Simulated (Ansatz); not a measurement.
C4H4S (thiophene): entropy by statistical mechanics

A singlet with charge 0, relaxed at PBE0-D4/def2-TZVP (Ansatz 0.2.0):

```xyz
9

C     0.1865    0.9766    0.0120
C     0.9680   -0.2016    0.1056
C     0.2124   -1.3345    0.0338
S    -1.4427   -0.9685   -0.1470
C    -1.1433    0.7096   -0.1287
H     0.5923    1.9789    0.0473
H     2.0436   -0.2093    0.2213
H     0.5422   -2.3611    0.0777
H    -1.9590    1.4100   -0.2221
```

Harmonic wavenumbers in cm⁻¹: 470, 585, 623, 697, 731, 776, 870, 887, 893, 924, 1070, 1100, 1103, 1281, 1406, 1464, 1566, 3222, 3236, 3267, 3270.

Masses in u: C 12.011, S 32.06, H 1.008. Take T = 298.15 K, p = 1 bar, R = 8.3145 J/(mol K), kT/hc = 207.22 cm⁻¹, rigid rotor and harmonic oscillator.

Problem. Compute the standard molar entropy.

Solution. 
1. Translation (Sackur–Tetrode): S = R[3/2 ln M + 5/2 ln T − 1.1517] with M = 84.136 gives 164.1 J/(mol K).
2. Rotation: principal moments 62.202, 92.259, 154.461 u Å² give A, B, C = 0.271, 0.1827, 0.1091 cm⁻¹; the symmetry number is σ = 2; q = (√π/σ)√((kT/hc)³/ABC) = 35969; S = R(ln q + 3/2) = 99.7.
3. Vibration: with u = ν̃/207.22, each mode gives R[u/(eᵘ − 1) − ln(1 − e⁻ᵘ)]; the sum is 13.7, most from 470 cm⁻¹ (3.1), 585 cm⁻¹ (2.0), 623 cm⁻¹ (1.7).
4. Electronic: R ln 1 = 0.0, from the spin multiplicity alone.
5. Sum: 164.1 + 99.7 + 13.7 + 0.0 = 277.5 J/(mol K).

The tabulated value is 278.8 J/(mol K) (CRC Handbook of Chemistry and Physics): the model is off by -1.3.
